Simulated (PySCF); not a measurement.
Screening by computed properties: pick the candidate that meets the target.

Species are written as SMILES; each is one conformer at its optimised geometry, gas phase, non-relativistic unless stated; the electronic structure was computed with PySCF and density fitting.

The conformers computed, where there is a choice (atom-mapped SMILES and torsion angles):
- `[CH:1]#[C:2]/[CH:3]=[C:4](/[C:5]#[N:6])[CH:7]=[CH2:8]`: C3–C4–C7–C8 180°
- `[NH2:1][C@:2]12[CH2:3][C@:4]([SH:5])([CH2:6]1)[CH2:7]2`: H–N1–C2–C3 62°, H–N1–C2–C3 -60°, H–S5–C4–C3 180°

The conformers of `S[C@@H]1C=NCCC1` aren't listed.

Problem. Wanted: lowest singlet excitation between 4.2 eV and 6 eV (TDDFT B3LYP/def2-SVPD) and static isotropic polarisability below 87 au (B3LYP/def2-SVPD), at GFN2-xTB geometries. Which candidate meets both?
A. `S[C@@H]1C=NCCC1` (C5H9NS)
B. `CCC#CC#CC#N` (C7H5N)
C. `C#Cc1cccnc1` (C7H5N)
D. `CC#CP(C)(C)=S` (C5H9PS)
E. `C#N` (HCN)

Solution. A. Computed values:
| species | lowest singlet excitation | static isotropic polarisability |
| --- | --- | --- |
| CCC#CC#CC#N (C7H5N) | 3.90 eV | 107.8 au |
| C#Cc1cccnc1 (C7H5N) | 4.47 eV | 87.9 au |
| S[C@@H]1C=NCCC1 (C5H9NS) | 4.61 eV | 85.9 au |
| CC#CP(C)(C)=S (C5H9PS) | 4.78 eV | 111.2 au |
| C#N (HCN) | 8.04 eV | 16.1 au |

Problem. Wanted: HOMO–LUMO gap between 5 eV and 6 eV (B3LYP/def2-SVPD) and dipole moment below 3.5 D (B3LYP/def2-SVPD), at GFN2-xTB geometries. Which candidate meets both?
A. `N[C@]12C[C@@](S)(C2)C1` (C5H9NS)
B. `N#C` (HCN)
C. `C#C/C=C(/C#N)C=C` (C7H5N)
D. `N#CC#CC#CCC` (C7H5N)
E. `CC#CP(C)(C)=S` (C5H9PS)
F. `C#CC1=CC=CN=C1` (C7H5N)

Solution. F. Computed values:
```csv
species,HOMO–LUMO gap,dipole moment
C#C/C=C(/C#N)C=C (C7H5N),4.30 eV,3.96 D
N#CC#CC#CCC (C7H5N),5.28 eV,6.68 D
C#CC1=CC=CN=C1 (C7H5N),5.45 eV,2.02 D
CC#CP(C)(C)=S (C5H9PS),5.73 eV,5.08 D
N[C@]12C[C@@](S)(C2)C1 (C5H9NS),6.57 eV,1.73 D
N#C (HCN),10.25 eV,3.02 D
```

Problem. Wanted: electronic spatial extent ⟨r²⟩ about the centre of nuclear charge between 930 bohr² and 1700 bohr² (B3LYP/def2-SVPD) and lowest triplet excitation (Tamm–Dancoff) below 3.4 eV (TDA B3LYP/def2-SVPD), at GFN2-xTB geometries. Which candidate meets both?
A. `N[C@]12C[C@@](S)(C2)C1` (C5H9NS)
B. `CC#CP(C)(C)=S` (C5H9PS)
C. `N#C` (HCN)
D. `N#CC#CC#CCC` (C7H5N)
E. `C#CC1=CC=CN=C1` (C7H5N)
F. `C#C/C=C(/C#N)C=C` (C7H5N)

Solution. F. Computed values:
```
                        species  electronic spatial extent ⟨r²⟩ about the centre of nuclear charge  lowest triplet excitation (Tamm–Dancoff)
                      N#C (HCN)                                                           49 bohr²                                   6.53 eV
         C#CC1=CC=CN=C1 (C7H5N)                                                          906 bohr²                                   3.60 eV
N[C@]12C[C@@](S)(C2)C1 (C5H9NS)                                                          958 bohr²                                   5.00 eV
       C#C/C=C(/C#N)C=C (C7H5N)                                                         1074 bohr²                                   2.43 eV
         CC#CP(C)(C)=S (C5H9PS)                                                         1408 bohr²                                   4.37 eV
            N#CC#CC#CCC (C7H5N)                                                         1892 bohr²                                   3.18 eV
```

Problem. Wanted: smallest rotational constant between 1 GHz and 20 GHz (GFN2-xTB) and HOMO energy above -9 eV (B3LYP/def2-SVPD), at GFN2-xTB geometries. Which candidate meets both?
A. `CC#CP(C)(C)=S` (C5H9PS)
B. `C#CC1=CC=CN=C1` (C7H5N)
C. `C#N` (HCN)
D. `CCC#CC#CC#N` (C7H5N)

Solution. B. Computed values:
| species | smallest rotational constant | HOMO energy |
| --- | --- | --- |
| CCC#CC#CC#N (C7H5N) | 0.554 GHz | -7.53 eV |
| CC#CP(C)(C)=S (C5H9PS) | 0.921 GHz | -6.11 eV |
| C#CC1=CC=CN=C1 (C7H5N) | 1.247 GHz | -7.05 eV |
| C#N (HCN) | 45.647 GHz | -10.27 eV |
